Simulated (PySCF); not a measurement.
Orbital picture of HCl⁺

PBE0 at R = 1.322 Å; PySCF, no relativity, basis sets H def2-TZVP, Cl def2-TZVP. State: ²Π (doublet), unpaired electrons π ↑. Only the outer orbitals are listed, counted within each symmetry.

```
spin  orbital  occ.  ε (eV)  on H (%)           main shells (%)
   α       4σ     1  -34.90         6                   93 Cl s
   α       5σ     1  -23.33        23           70 Cl p, 23 H s
   α       2π     1  -21.52         0                  100 Cl p
   α       2π     1  -19.81         0                  100 Cl p
   α       6σ     0   -8.42        71  70 H s, 20 Cl p, 12 Cl d
   α       7σ     0   -2.58        74           73 H s, 23 Cl d
   α       3π     0   -0.30         3                   95 Cl d
   β       4σ     1  -33.31         8                   90 Cl s
   β       5σ     1  -22.91        24           68 Cl p, 23 H s
   β       2π     1  -19.33         0                  100 Cl p
   β       2π     0  -15.79         0                  100 Cl p
   β       6σ     0   -8.07        71  71 H s, 21 Cl p, 10 Cl d
   β       7σ     0   -2.25        76           75 H s, 21 Cl d
```

Question: Which are the highest filled and the lowest empty level, where do they sit, and how wide is the gap?

Answer: Highest filled β 2π at -19.33 eV (in %: 100 Cl p); lowest empty β 2π at -15.79 eV (in %: 100 Cl p); the gap at PBE0 is 3.54 eV. Both belong to one degenerate shell, split only by its one-sided filling, so this is no excitation gap.

The bond order (Mayer) is 0.85. The ⟨S²⟩ is 0.755 and the charge on H (Mulliken, basis-dependent) is 0.39. The charge on H (Löwdin, basis-dependent) is 0.17. The dipole moment (positive dipole points towards Cl; it is taken about the centre of mass and depends on that origin) is -1.78 D. The polarisability along the bond is 12.0 bohr³ and the polarisability across the bond is 7.8 bohr³.

The state is the lowest determinant that a PBE0 search found; another state may lie lower at other levels.
